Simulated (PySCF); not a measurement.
# What each rung costs, and what it gives

Saddle point of SiH5ClO, singlet (SiH₃Cl ([SiH3][Cl]) + H₂O → SiH₃ClO ([OH][SiH2][Cl]) + H₂; bonds formed: Si1–O7, H2–H6; bonds broken: Si1–H2, H6–O7), PBE0-D4/def2-TZVP structure:

Si1  (-0.464, -0.269, -0.268)
H2  (1.098, -0.027, -0.929)
H3  (-0.441, -1.705, -0.615)
H4  (-1.620, -0.077, 0.656)
Cl5  (-1.152, 0.979, -1.788)
H6  (1.300, 0.197, 0.132)
O7  (0.722, 0.072, 1.120)
H8  (0.557, 0.831, 1.693)
(Å)

Barriers are electronic and count from the start structure reached by relaxing down the imaginary mode.

Program: PySCF 2.14 with density fitting (its default auxiliary sets; JK sets also for MP2 and CCSD(T)). Basis: as named in each row. Cores are frozen in the correlated methods. B3LYP uses VWN-RPA correlation. Extrapolation: Hartree–Fock as exp(−7.88 √X), correlation as X^−2.97.

Times are rough, for one single point on 4 threads of a shared host (Arm Neoverse V2).

The estimate by CCSD(T) at an estimated basis limit (MP2 extrapolated from triple and quadruple zeta, plus CCSD(T) − MP2 in triple zeta) is 41.24 kcal/mol.

```
   method       basis  time (s)  barrier (kcal/mol)  method less estimate
       HF      STO-3G   under 1               76.60                 35.36
 B3LYP-D4       6-31G         2               46.98                  5.73
  PBE0-D4    def2-SVP         3               36.78                 -4.46
   PBE-D4    def2-SVP         3               31.82                 -9.43
      MP2  def2-QZVPP         4               39.83                 -1.42
  CCSD(T)    def2-SVP         6               45.08                  3.83
    SPW92  def2-TZVPP         6               25.37                -15.87
 B3LYP-D4  def2-TZVPP         8               39.84                 -1.41
  PBE0-D4  def2-TZVPP         8               36.87                 -4.37
 BHLYP-D4  def2-TZVPP         8               44.30                  3.05
   PBE-D4  def2-TZVPP         8               33.06                 -8.18
r2SCAN-D4  def2-TZVPP        19               35.39                 -5.85
  wB97M-V  def2-TZVPP       120               39.52                 -1.73
  CCSD(T)  def2-TZVPP       200               41.98                  0.74
```

All methods are single points on the PBE0-D4 structures.

T1 diagnostic: at most 0.011.

Labels in which every atom is bracketed show which atoms are joined, not bond orders.
